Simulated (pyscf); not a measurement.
Single points on ωB97X-D3(BJ)/def2-SVP structures (PySCF, gas phase).

**Question.** PBE/def2-TZVP puts the barrier of methane (CH₄) + H₃C–BH–CH₃ → H₃C–B(CH₃)–CH₃ + hydrogen (H₂) (four-centre exchange; singlet surface; C–H, B–H broken, B–C, H–H formed) at 1.03 eV and the reaction energy at +0.21 eV, from the separated reactants. What do B3LYP-D3(BJ)/def2-TZVP, PBE0-D3(BJ)/def2-TZVP, ωB97M-D3(BJ)/def2-TZVP give on the same structures?

**Answer.** B3LYP-D3(BJ): ΔE‡ = 1.35 eV, ΔE = +0.22 eV; PBE0-D3(BJ): ΔE‡ = 1.06 eV, ΔE = +0.19 eV; ωB97M-D3(BJ): ΔE‡ = 1.27 eV, ΔE = +0.20 eV. PBE's barrier lies under all of them, by 0.03 to 0.32 eV. Its reaction energy lies among theirs. At the saddle there is also a short B–H contact that neither side keeps. This is the saddle that the search found; another between the same sides may lie lower.
